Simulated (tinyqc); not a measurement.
Inside a calculation. Method: extended Hueckel theory, for LiF. One step of it, computed by the program tinyqc.

Question. Mulliken analysis. P = C n C^T; charge = valence electrons (F 7, Li 1) minus the sum of (P S)_ii on the atom; overlap population = 2 sum P_ij S_ij between two atoms.

coefficients:
```
               MO1        MO2        MO3       MO4        MO5        MO6        MO7        MO8
1Li 2s   -0.002603  -0.010788   0.000000  0.000000   0.860431   0.000000   0.000000   0.622701
1Li 2px   0.000000   0.000000   0.006665  0.005710   0.000000  -0.473614   0.895602   0.000000
1Li 2py   0.000000   0.000000  -0.005710  0.006665   0.000000   0.895602   0.473614   0.000000
1Li 2pz  -0.023416  -0.000755   0.000000  0.000000  -0.511429   0.000000   0.000000   1.000194
2F 2s     1.010661   0.003460   0.000000  0.000000  -0.044898   0.000000   0.000000  -0.598333
2F 2px    0.000000   0.000000   0.758321  0.649659   0.000000   0.080134  -0.151532   0.000000
2F 2py    0.000000   0.000000  -0.649659  0.758321   0.000000  -0.151532  -0.080134   0.000000
2F 2pz   -0.001304   0.999211   0.000000  0.000000   0.038298   0.000000   0.000000   0.096749
```

occupations: 2.000000  2.000000  2.000000  2.000000  0.000000  0.000000  0.000000  0.000000

overlap S, lower triangle:
```
            1Li 2s   1Li 2px   1Li 2py    1Li 2pz     2F 2s    2F 2px    2F 2py    2F 2pz
1Li 2s    1.000000
1Li 2px   0.000000  1.000000
1Li 2py   0.000000  0.000000  1.000000
1Li 2pz   0.000000  0.000000  0.000000   1.000000
2F 2s     0.296902  0.000000  0.000000   0.431580  1.000000
2F 2px    0.000000  0.160645  0.000000   0.000000  0.000000  1.000000
2F 2py    0.000000  0.000000  0.160645   0.000000  0.000000  0.000000  1.000000
2F 2pz   -0.064761  0.000000  0.000000  -0.051181  0.000000  0.000000  0.000000  1.000000
```

Give: charges; Overlap populations.

Answer.

charges: 1Li 1.0133, 2F -1.0133

Overlap populations:
```
pair      value
2-1   -0.029824
```
